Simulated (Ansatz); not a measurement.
`N/C=N\CC=O`, relaxed with RKS PBE-D4/def2-SVP in Ansatz 0.2.0 from a rough embedded geometry. The force threshold is 0.03 eV/Å; the program also tests the step.

Charge 0, multiplicity 1.

Start:

```xyz
12

N    -0.406   -1.185    1.213
C     0.818   -0.723    0.901
N     1.244   -0.086   -0.132
C     0.409    0.204   -1.208
C    -0.595    1.308   -0.773
O    -1.714    1.114   -0.306
H    -0.627   -1.258    2.185
H    -1.158   -0.643    0.700
H     1.548   -0.980    1.738
H     0.889    0.566   -2.055
H    -0.251   -0.660   -1.483
H    -0.157    2.342   -0.779
```

Q: How much energy does the relaxation release, and in how many steps? (Estimate.)

A: Computed: 39.04 kJ/mol, in 8 steps.

Q: Which bonds change most? (Estimate.)

A: The calculation gave: N3–C4 from 1.392 to 1.466 Å; C4–H10 from 1.038 to 1.110 Å; C4–C5 from 1.555 to 1.519 Å; N1–H8 from 1.059 to 1.030 Å.

Q: Give the relaxed structure. (An estimate is asked.)

A: Computed: 
```xyz
12

N    -0.446   -1.088    1.192
C     0.835   -0.676    0.944
N     1.303   -0.059   -0.095
C     0.361    0.208   -1.186
C    -0.577    1.324   -0.761
O    -1.629    1.131   -0.165
H    -0.657   -1.480    2.109
H    -1.219   -0.612    0.707
H     1.567   -0.956    1.730
H     0.935    0.515   -2.085
H    -0.261   -0.685   -1.443
H    -0.213    2.377   -0.945
```
